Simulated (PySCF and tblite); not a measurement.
# Conformers and averaged properties: C4H5N, numbered as in [CH2:1]=[CH:2][CH2:3][C:4]#[N:5]

Conformers came from 90 starts (ETKDG and KDG, MMFF94s, GFN2-xTB); geometries are PBE0-D3(BJ)/def2-SVP. Energies: PBE0-D3(BJ)/def2-TZVP, with GFN2-xTB thermal terms (modes under about 100 cm⁻¹ blended into free rotors). Symmetry numbers and mirror images are counted. Conformers within 4 kcal/mol (GFN2-xTB free energy) were kept, 5 at most. GIAO shieldings: PBE0/pcSseg-1. Shifts are against TMS (¹H), TMS (¹³C), NH3 (¹⁵N) at the same level; of two unlike H on one atom, a is the less shielded. Codes: tblite and PySCF.

Torsions listed: C1–C2–C3–C4. Of a mirror pair one member is shown.

```json
{"conformer": "1", "shape": "0°", "symmetry": "Cs", "E(GFN2) kcal/mol": "0.27", "E(DFT) kcal/mol": "0.00", "G(298.15 K) kcal/mol": "0.00", "weight %": "70.8", "dipole D": "3.91"}
{"conformer": "2", "shape": "123°", "symmetry": "C1 (pair)", "E(GFN2) kcal/mol": "0.00", "E(DFT) kcal/mol": "0.80", "G(298.15 K) kcal/mol": "0.53", "weight %": "29.2", "dipole D": "4.01"}
```

Weights (%) against temperature:

| T (K) | 1 | 2 | S(mix) cal/mol/K |
| --- | --- | --- | --- |
| 150 | 91.1 | 8.9 | 0.72 |
| 200 | 83.2 | 16.8 | 1.13 |
| 250 | 76.3 | 23.7 | 1.42 |
| 298.15 | 70.8 | 29.2 | 1.60 |
| 400 | 62.7 | 37.3 | 1.83 |

Averaged shifts at 298.15 K. ¹H: 5.97 (H1a, 1H), 5.78 (H2, 1H), 5.70 (H1b, 1H), 2.86 (H3, 2H) ppm. ¹³C: 135.1 (C2), 127.9 (C1), 120.8 (C4), 23.4 (C3) ppm. ¹⁵N: 311.2 (N5) ppm.

Coordinates of conformer 1 (Å):

```xyz
10

C     1.403    0.542   -0.106
C     0.655   -0.558   -0.078
C    -0.849   -0.602   -0.130
C    -1.483    0.707   -0.212
N    -1.970    1.755   -0.277
H     2.493    0.479   -0.064
H     0.956    1.539   -0.169
H     1.131   -1.543   -0.014
H    -1.181   -1.202   -0.996
H    -1.244   -1.123    0.760
```

Unscaled ¹⁵N shifts at such levels can be off by tens of ppm; differences between conformers or isomers are more reliable. Shifts are unscaled: against experiment ¹³C can be off by 15 ppm or more and ¹H by 0.8 ppm.

Search and properties took 16 s on 1 thread of AMD EPYC 9R45 96-Core, on a host shared with other jobs (rough), launched as `OMP_NUM_THREADS=1 python ens_run.py task.json out`.


¹⁵N shifts are against a computed isolated NH3 molecule, about 20 ppm from the liquid.